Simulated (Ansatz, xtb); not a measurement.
**Ligand exchange: H2S + BH(CH3)(SiH3) → SiH4 + BH(CH3)(SH)**

Species: H2S (hydrogen sulfide) `S`, singlet; BH(CH3)(SiH3), singlet; SiH4 (silane) `[SiH4]`, singlet; BH(CH3)(SH), singlet. The partners trade SH for SiH3: H–SH and B–SiH3 bonds give way to H–SiH3 and B–SH.

Shapes, held fixed at every level: PBE0-D4/def2-TZVP. Flexible molecules stand in one conformer, not always the lowest. Programs: Ansatz 0.2.0, xtb 6.7.1. The zero-point and thermal change to 298 K, harmonic and unscaled (PBE0-D4/def2-TZVP), is +3.9 kJ/mol.

```json
{"level": "GFN1-xTB", "kind": "semi-empirical", "ΔH(298 K) (kJ/mol)": "-135.0", "less CCSD(T)/CBS estimate": "-19.5", "CPU time (sum over the molecules)": "0.17 s"}
{"level": "HF/def2-SVP", "kind": "Hartree–Fock", "ΔH(298 K) (kJ/mol)": "-120.5", "less CCSD(T)/CBS estimate": "-5.0", "CPU time (sum over the molecules)": "–"}
{"level": "HF/def2-TZVPP", "kind": "Hartree–Fock", "ΔH(298 K) (kJ/mol)": "-115.8", "less CCSD(T)/CBS estimate": "-0.3", "CPU time (sum over the molecules)": "–"}
{"level": "PBE-D4/def2-TZVPP", "kind": "GGA", "ΔH(298 K) (kJ/mol)": "-113.7", "less CCSD(T)/CBS estimate": "+1.8", "CPU time (sum over the molecules)": "11 s"}
{"level": "PBE0-D4/def2-TZVPP", "kind": "global hybrid", "ΔH(298 K) (kJ/mol)": "-113.9", "less CCSD(T)/CBS estimate": "+1.6", "CPU time (sum over the molecules)": "12 s"}
{"level": "r2SCAN0-D4/def2-TZVPP", "kind": "global hybrid", "ΔH(298 K) (kJ/mol)": "-118.1", "less CCSD(T)/CBS estimate": "-2.6", "CPU time (sum over the molecules)": "21 s"}
{"level": "CCSD(T)/def2-SVP", "kind": "coupled cluster or CI", "ΔH(298 K) (kJ/mol)": "-127.7", "less CCSD(T)/CBS estimate": "-12.2", "CPU time (sum over the molecules)": "7.2 s"}
{"level": "CCSD(T)/def2-TZVPP", "kind": "coupled cluster or CI", "ΔH(298 K) (kJ/mol)": "-116.8", "less CCSD(T)/CBS estimate": "-1.3", "CPU time (sum over the molecules)": "2.5 min"}
{"level": "CCSD(T)/CBS estimate", "kind": "coupled cluster or CI", "ΔH(298 K) (kJ/mol)": "-115.5", "less CCSD(T)/CBS estimate": "0.0", "CPU time (sum over the molecules)": "4.3 min"}
```

The highest level, CCSD(T)/CBS estimate, gives ΔH(298 K) = -115.5 kJ/mol; the levels span -135.0 to -113.7. The column of differences is taken from that level and isn't an error. No measured value is set beside it here. The CBS estimate extrapolates MP2 from def2-TZVPP and def2-QZVPP and adds CCSD(T) − MP2 in the triple-zeta set, cores frozen. Times are processor times on shared x86 and Arm servers, and rough.
